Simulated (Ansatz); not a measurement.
Reaction (isomerisation): `C=C(F)C(C)O` → `C=CCOCF`

Computed with Ansatz on PBE0-D4/def2-TZVP structures; ΔE is electronic, products minus reactants. CCSD(T)/CBS is the MP2 limit (def2-TZVPP, def2-QZVPP) plus CCSD(T) − MP2 in def2-TZVPP, frozen cores. DFT in def2-TZVPP. B3LYP here is the variant with VWN-RPA as its local correlation; programs differ in this. Each species was taken in one conformer, which may not be the lowest.

```csv
level,ΔE (eV)
B3LYP-D4,0.35
HF/def2-TZVPP,0.20
SCS-MP2/def2-QZVPP,0.36
CCSD/CBS(def2),0.38
```

Task: What does CCSD(T)/CBS give? (Best estimate.)

Result: Computed: +0.39 eV. The listed levels differ from it by -0.04, -0.19, -0.03, -0.01 eV.

Largest T1 diagnostic among the species: 0.011.

The D4 term adds +0.04 eV with B3LYP and +0.02 eV with PBE0; it sums over pairs of atoms, weighted by their polarisabilities, and B3LYP, whose exchange is more repulsive, gets the larger term. In def2-TZVPP, CCSD(T) changes the Hartree–Fock value by +0.17 eV (the triples alone add +0.02 eV) and MP2 by +0.21 eV.
